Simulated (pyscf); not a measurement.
Structures and frequencies: ωB97X-D3(BJ)/def2-SVP in PySCF.

Question: Estimate by transition-state theory (the high-pressure limit) the rate constant of `[NH2][SiH3]` → `[NH]=[SiH2]` + `[H][H]` (singlet surface; H–N, H–Si broken, H–H formed) at 900 K, with ωB97M-D3(BJ)/def2-TZVP energies (ideal gas, 1 atm, RRHO with modes under 100 cm⁻¹ raised to 100, one conformer, R ln 2 for chiral ones without a mode under 150 cm⁻¹; no tunnelling).

Answer: The electronic barrier is 83.7 kcal/mol and the thermal terms add -5.1, so ΔG‡ = 78.6 kcal/mol. With k_BT/h = 1.88e+13 s⁻¹ and RT = 1.788 kcal/mol, k = 1.5e-06 s⁻¹. Wigner's tunnelling factor for 1403i cm⁻¹ would be 1.21. A shift of 1 kcal/mol in the barrier changes k by a factor 1.7. At the saddle there is also a short H–Si contact that neither side keeps. The same reactants have a lower exit, to H₂N–SiH: [singlet] + H₂ (barrier +63.4 kcal/mol at ωB97M-D3(BJ)/def2-TZVP, against +83.7 kcal/mol here). HN=SiH₂ lies 18.2 kcal/mol over its isomer H₂N–SiH: [singlet] (electronic energy, ωB97M-D3(BJ)/def2-TZVP). This is the saddle that the search found; another between the same sides may lie lower.
